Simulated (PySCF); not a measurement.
C2H5S, charge -2, doublet, geometry from GFN2-xTB of the parent state (a state made from the parent by changing its charge; the spin is typed, not shown lowest) (in this run its highest filled SCF level lies above zero, so its values depend strongly on the basis, on diffuse functions most of all); PBE/def2-SV(P) run with PySCF.

PySCF was given this input:
```python
from pyscf import gto, scf, dft

mol = gto.M(
    atom='''
C     0.000708    1.571299   -0.363228
S    -0.000991    0.130738    0.536576
C     0.000784   -1.561197   -0.442108
H     0.907034    1.716463   -0.964811
H    -0.903377    1.716504   -0.968163
H    -0.000609   -2.352947    0.300181
H    -0.891040   -1.616197   -1.061855
H     0.894894   -1.616237   -1.058548
''',
    basis='def2-sv(p)',
    charge=-2,
    spin=1,
    verbose=4,
)

mf = dft.UKS(mol)
mf.xc = 'pbe'
mf.kernel()
```

The log (banner, timings and long lists left out):

```
PySCF version 2.14.0

[INPUT] verbose = 4
[INPUT] num. atoms = 8
[INPUT] num. electrons = 35
[INPUT] charge = -2
[INPUT] spin (= nelec alpha-beta = 2S) = 1
[INPUT] symmetry False subgroup None
[INPUT] Mole.unit = angstrom
[INPUT] Symbol           X                Y                Z      unit          X                Y                Z       unit  Magmom
[INPUT]  1 C      0.000708000000   1.571299000000  -0.363228000000 AA    0.001337926096   2.969324769803  -0.686401440774 Bohr   0.0
[INPUT]  2 S     -0.000991000000   0.130738000000   0.536576000000 AA   -0.001872718589   0.247059014073   1.013981685015 Bohr   0.0
[INPUT]  3 C      0.000784000000  -1.561197000000  -0.442108000000 AA    0.001481545282  -2.950234756493  -0.835463037479 Bohr   0.0
[INPUT]  4 H      0.907034000000   1.716463000000  -0.964811000000 AA    1.714045845669   3.243644972949  -1.823228551968 Bohr   0.0
[INPUT]  5 H     -0.903377000000   1.716504000000  -0.968163000000 AA   -1.707135117231   3.243722451720  -1.829562913937 Bohr   0.0
[INPUT]  6 H     -0.000609000000  -2.352947000000   0.300181000000 AA   -0.001150843210  -4.446425415617   0.567259877798 Bohr   0.0
[INPUT]  7 H     -0.891040000000  -1.616197000000  -1.061855000000 AA   -1.683821566032  -3.054169693344  -2.006615134000 Bohr   0.0
[INPUT]  8 H      0.894894000000  -1.616237000000  -1.058548000000 AA    1.691104570517  -3.054245282389  -2.000365809706 Bohr   0.0

nuclear repulsion = 100.320425922188
number of shells = 30
number of NR pGTOs = 104
number of NR cGTOs = 56
basis = def2-sv(p)
ecp = {}

******** <class 'pyscf.dft.uks.UKS'> ********
method = UKS
initial guess = minao
damping factor = 0
level_shift factor = 0
DIIS = <class 'pyscf.scf.diis.CDIIS'>
diis_start_cycle = 1
diis_space = 8
diis_damp = 0
SCF conv_tol = 1e-09
SCF conv_tol_grad = None
SCF max_cycles = 50
direct_scf = True
direct_scf_tol = 1e-13
number electrons alpha = 18  beta = 17
XC library pyscf.dft.libxc version 7.1.2
    S. Lehtola, C. Steigemann, M. J. T. Oliveira, and M. A. L. Marques,  SoftwareX 7, 1–5 (2018)
XC functionals = pbe
    J. P. Perdew, K. Burke, and M. Ernzerhof,  Phys. Rev. Lett. 77, 3865 (1996)
    J. P. Perdew, K. Burke, and M. Ernzerhof,  Phys. Rev. Lett. 78, 1396 (1997)
    J. P. Perdew, K. Burke, and M. Ernzerhof,  Phys. Rev. Lett. 77, 3865 (1996)
    J. P. Perdew, K. Burke, and M. Ernzerhof,  Phys. Rev. Lett. 78, 1396 (1997)
radial grids:
    Treutler-Ahlrichs [JCP 102, 346 (1995); DOI:10.1063/1.469408] (M4) radial grids

becke partition: Becke, JCP 88, 2547 (1988); DOI:10.1063/1.454033
pruning grids: <function nwchem_prune>
grids dens level: 3
symmetrized grids: False
atomic radii adjust function: <function treutler_atomic_radii_adjust>
small_rho_cutoff = 0
Set gradient conv threshold to 3.16228e-05
tot grids = 96160
init E= -476.833362367653

cycle= 1 E= -476.234815990652  delta_E= 0.599  |g|= 0.64  |ddm|= 3.58
cycle= 2 E= -475.261391997397  delta_E= 0.973  |g|= 1.25  |ddm|= 24.4
cycle= 3 E= -476.396812493311  delta_E= -1.14  |g|= 0.423  |ddm|= 24.4
cycle= 4 E= -476.543220732854  delta_E= -0.146  |g|= 0.184  |ddm|= 15.4
cycle= 5 E= -476.567502829226  delta_E= -0.0243  |g|= 0.0458  |ddm|= 1.19
cycle= 6 E= -476.569310728755  delta_E= -0.00181  |g|= 0.0201  |ddm|= 1.17
cycle= 7 E= -476.569532505722  delta_E= -0.000222  |g|= 0.00991  |ddm|= 0.293
cycle= 8 E= -476.569593690573  delta_E= -6.12e-05  |g|= 0.00283  |ddm|= 0.203
cycle= 9 E= -476.56960112724  delta_E= -7.44e-06  |g|= 0.000705  |ddm|= 0.0574
cycle= 10 E= -476.569601482313  delta_E= -3.55e-07  |g|= 0.000234  |ddm|= 0.0202
cycle= 11 E= -476.569601531779  delta_E= -4.95e-08  |g|= 5.3e-05  |ddm|= 0.00739
cycle= 12 E= -476.569601534655  delta_E= -2.88e-09  |g|= 1.83e-05  |ddm|= 0.00081
cycle= 13 E= -476.569601534799  delta_E= -1.44e-10  |g|= 1.44e-05  |ddm|= 0.000333
Extra cycle  E= -476.569601533878  delta_E= 9.22e-10  |g|= 3.96e-05  |ddm|= 0.000782
converged SCF energy = -476.569601533878  <S^2> = 0.75146244  2S+1 = 2.0014619
```
